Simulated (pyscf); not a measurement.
Optimised with ωB97X-D3(BJ)/def2-SVP in PySCF. MP2 and CC: frozen core, UHF for open shells. ΔMP2 is the change of the MP2 total energy from the triple- to the quadruple-zeta basis.

### Question
For HO–AsH–AsH₂ (SMILES O[AsH][AsH2]) → HAs=AsH (SMILES [AsH]=[AsH]) + H₂O (SMILES O), an elimination (singlet surface; As–O, As–H broken, H–O formed), PBE/def2-TZVP gives ΔE‡ = 26.0 kcal/mol and ΔE = +10.2 kcal/mol (zero: the reactant's lowest minimum found). In which direction and how far do B3LYP-D3(BJ)/def2-TZVP, PBE0-D3(BJ)/def2-TZVP, CCSD(T)/def2-TZVPP + ΔMP2(QZVPP) move these?

### Answer
B3LYP-D3(BJ): ΔE‡ = 31.5 kcal/mol, ΔE = +11.0 kcal/mol; PBE0-D3(BJ): ΔE‡ = 30.3 kcal/mol, ΔE = +12.6 kcal/mol; CCSD(T): ΔE‡ = 32.5 kcal/mol, ΔE = +6.8 kcal/mol. PBE's barrier lies under all of them, by 4.3 to 6.5 kcal/mol. Its reaction energy lies among theirs. This is the saddle that the search found; another between the same sides may lie lower. The CCSD(T) − MP2 part came from Ansatz, without density fitting, on the same reference. The frozen core leaves the outer d or s,p core shells of the metals and heavy elements correlated in the MP2 and CC values, and def2-TZVPP describes them poorly, which can shift differences by a few kcal/mol. Elements up to Kr have no core potential and no relativistic terms here.
